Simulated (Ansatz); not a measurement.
Ideal-gas functions of C₂H₃NO₂ (`O=C=NCO`) at 600 K and 1 bar, from an Ansatz frequency run at PBE0-D4/def2-TZVP.

Molar mass 73.05 g/mol, point group C1 (symmetry number 1), electronic degeneracy 1, moments of inertia 29.983, 168.473, 191.199 u Å². Harmonic wavenumbers (cm⁻¹, unscaled): 58, 146, 357, 513, 621, 693, 894, 1026, 1108, 1254, 1389, 1417, 1495, 1527, 2378, 3062, 3112, 3851.

Use S(trans) = R[1.5 ln M + 2.5 ln T − 1.1517]; rotational temperatures θ = 24.2544 K / I; S(rot) = R[ln(√π/σ · √(T³/θAθBθC)) + 1.5]; for each mode x = 1.438777 ν̃/T, S = R[x/(eˣ − 1) − ln(1 − e⁻ˣ)] and H = RT x/(eˣ − 1); 1 cm⁻¹ = 0.0119627 kJ/mol; R = 8.31446 J/(mol·K).

Q: By hand: the entropy, in J/(mol·K).

A: Translation 176.9. Rotation: θ = 0.8089, 0.144, 0.1269 K, giving 114.5. Vibration, mode by mode: 24.72, 17.08, 9.86, 7.10, 5.73, 4.99, 3.40, 2.65, 2.27, 1.72, 1.33, 1.26, 1.08, 1.02, 0.19, 0.04, 0.04, 0.01, in all 84.5. Electronic 0.0. Sum 375.9 J/(mol·K).

Q: By hand: H − E and G − E in kJ/mol, counted from the electronic energy.

A: Zero-point energy ½ × 24901 × 0.0119627 = 148.9; thermal vibration 25.3; translation, rotation and pV give 4 RT = 20.0. H − E = 194.2 kJ/mol, and G − E = 194.2 − 600 × 375.9/1000 = -31.3 kJ/mol.

Vibration gives 22 % of the entropy, 41.8 J/(mol·K) of it from the modes under 150 cm⁻¹: soft modes count most, and the harmonic formula is weakest for them. The sum counts one conformer and one mirror image; others add a mixing term.
